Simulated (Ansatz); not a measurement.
Energy needed to pull apart C₂H₂OS (SMILES O=C=CS), singlet, into free ground-state atoms, from the structure below (displaced at random from its PBE0-D4/def2-TZVP minimum); no zero-point or spin–orbit terms; open-shell atoms are treated unrestricted, in their ground-state multiplicity.

O1  (-0.557, -2.181, 0.149)
C2  (-0.060, -1.173, 0.079)
C3  (0.511, 0.040, 0.013)
S4  (-0.424, 1.270, -0.830)
H5  (1.501, 0.243, 0.372)
H6  (-1.010, 1.874, 0.210)
(Å)

Program: Ansatz 0.2.0. Basis: def2-TZVPP. Cores are frozen in the correlated methods.

| method | atomization energy (kJ/mol) |
| --- | --- |
| PBE-D4 | 2591 |
| r2SCAN-D4 | 2490 |
| PBE0-D4 | ? |
| wB97M-V | 2481 |
| HF | ? |
| MP2 | 2468 |
| CCSD | 2311 |
| CCSD(T) | 2374 |

**Question.** What does PBE0-D4 give? (An estimate is asked for; the value comes from the calculation.)

**Answer.** Computed: 2494 kJ/mol, which is about 120 kJ/mol more than CCSD(T)/def2-TZVPP.

**Question.** What does HF give? (An estimate is asked for; the value comes from the calculation.)

**Answer.** By the calculation: 1648 kJ/mol, which is about 726 kJ/mol less than CCSD(T)/def2-TZVPP.

In triple zeta the MP2 and coupled-cluster atomization energies are still short of their basis limit by a few kcal/mol a bond, whereas those of the functionals are nearly converged, so these differences are not deviations from converged CCSD(T).

T1 diagnostic: at most 0.015.

For scale, one of the runs: CCSD(T)/def2-TZVPP forces, 163 basis functions (an equivalent command: `ansatz run in.yaml --threads 2`). Time: 3.5 min of wall clock on 2 CPU threads; the host was shared. Peak host memory: 2.2 GiB.
